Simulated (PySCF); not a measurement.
# Electronic absorption of MgH2

MgH2.
SMILES: `[MgH2]`

Method used: TDDFT B3LYP/def2-SVPD, vertical, gas phase, core orbitals frozen in the response (PySCF). Geometry: PBE0-D3(BJ)/def2-SVP; no solvent, vibrations or thermal averaging.

```
state  E (eV)  ν̃ (cm⁻¹)       f  symmetry  main configurations (H = HOMO, L = LUMO)
   S1    5.15      41510  0.0000         –                            H→L/L+1 (100%)
   S2    5.15      41510  0.0000         –                            H→L/L+1 (100%)
   S3    6.80      54880   0.306        Πu                          H-1→L/L+1 (≥94%)
   S4    6.80      54880   0.306        Πu                          H-1→L/L+1 (≥94%)
   S5    7.08      57090   0.325       Σu+                               H→L+2 (93%)
   S6    7.31      59000  0.0000         –                H→L+3 (88%), H-1→L+2 (12%)
   S7    7.58      61110   0.536       Σu+                               H→L+4 (94%)
   S8    7.87      63480  0.0000         –                H-1→L+2 (86%), H→L+3 (12%)
   S9    7.88      63540  0.0000         –                   H→L+5 (91%), H→L+6 (8%)
  S10    7.88      63540  0.0000         –                   H→L+6 (91%), H→L+5 (8%)
```

Triplets (Tamm–Dancoff): T1 4.82 eV, H→L/L+1 (≥95%); T2 4.82 eV, H→L/L+1 (≥95%); T3 4.95 eV, H→L+2 (96%).

The lowest singlet level (S1/S2) lies at 5.15 eV (241 nm, ultraviolet) and is dark (f under 0.0005). The strongest level in the table is S3/S4 at 6.80 eV (182 nm, f = 0.612 summed). S1/S2, S3/S4 and S8/S9/S10 lie within about 0.01 eV of each other in each set; the point group D∞h has degenerate representations, and within a degenerate level the listed configurations can mix freely. Löwdin shares by element: HOMO hydrogen 61%, magnesium 40%; LUMO (one of a set within 0.03 eV) magnesium 86%, hydrogen 14%. Orbital energies (eV): HOMO-3 -50.85, HOMO-2 -50.62, HOMO-1 -8.34, HOMO -7.06, LUMO -0.90, LUMO+1 -0.90, LUMO+2 -0.15. Weighted by f, the mean energy of these states is 7.15 eV. Of the 10 states listed, 4 reach f = 0.01 and 6 stay under 0.0005. No computed singlet lies in the visible range (380 to 750 nm); the lowest, at 241 nm, stands 1.88 eV above its violet end (3.26 eV). Symmetry labels in D∞h follow from the direction of the transition dipole and are given only for states with f of 0.002 or more. Orbitals of the list HOMO-3 to LUMO+2 that lie within 0.01 eV of each other are written together with a slash and their weights summed (≥ marks a lower bound); for degenerate orbitals outside that list single weights are arbitrary. Singlets were solved by full linear response, triplets in the Tamm–Dancoff approximation.
